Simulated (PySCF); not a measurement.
Species: C₄H₈N (doublet state).
Z-matrix (Å and degrees, GFN2-xTB geometry), rows numbered from 1:
```
C 
C   1  1.3684
C   2  1.3793  1  124.77
C   3  1.4898  2  124.05  1  -177.17
N   4  1.4649  3  112.58  2   113.33
H   1  1.0762  2  121.18  3     0.99
H   1  1.0745  2  121.54  3  -178.51
H   2  1.0841  1  118.04  3   178.97
H   3  1.0820  2  119.15  1    -2.06
H   4  1.0928  3  110.64  2    -6.89
H   4  1.0960  3  110.83  2  -127.13
H   5  1.0151  4  110.16  3    61.00
H   5  1.0154  4  109.77  3   -57.15
```

The hyperfine couplings belong to this conformer and change with its torsions.

As a line formula: `[CH2]/C=C/CN` [radical].

The calculation used UKS B3LYP, pcH-1 on C H N, non-relativistic, mean-field spin-orbit, GIAO in PySCF. Geometry: GFN2-xTB, one conformer, isolated molecule. The geometry wasn't refined by DFT: couplings that depend on bond lengths, twists or pyramidal angles can differ widely from those at the functional's own minimum. No stability test was run, so a lower SCF solution isn't excluded. ⟨S²⟩ is 0.775 where a pure state has 0.75.

Task: Match the computed a_iso(13C) values +56.0, +53.9, -47.1, -21.5 MHz with the sites C1; C2; C3; C4.

Result: 
```tsv
site	a_iso (MHz)	ρ(0) (bohr⁻³)	position	distance from C1 (Å)	spin population	largest |T| (MHz)
C1	+53.9	+0.0479	largest spin population	0.00	+0.67	100.1
C2	-47.1	-0.0419	1 bond from C1	1.37	-0.26	28.0
C3	+56.0	+0.0498	a main spin site	2.43	+0.64	101.1
C4	-21.5	-0.0191	1 bond from C3	3.81	-0.04	1.2
```

ρ(0) is the spin density at the nucleus and T the dipolar tensor; entries for several nuclei are means. Largest spin populations (Mulliken): C1 (+0.67), C3 (+0.64) and C2 (-0.26). The angles at C1 add up to 360.0°, so it is planar; its axial dipolar tensor and the negative couplings of its protons fit spin in a p orbital normal to that plane. Main spin sites, with 60 % or more of the largest population: C1, C3; positions count bonds from the nearest.

Means are taken over nuclei equivalent by connectivity, which assumes that they swap fast. H6 and H7 aren't averaged: C1 is flat or nearly so (angle sum 360°), and its turn about the short C1–C2 bond (1.37 Å) is taken as slow. The 1H value of +22.7 MHz is a mean of couplings from 2.3 to 43.2 MHz in this one geometry, not an average over conformers.
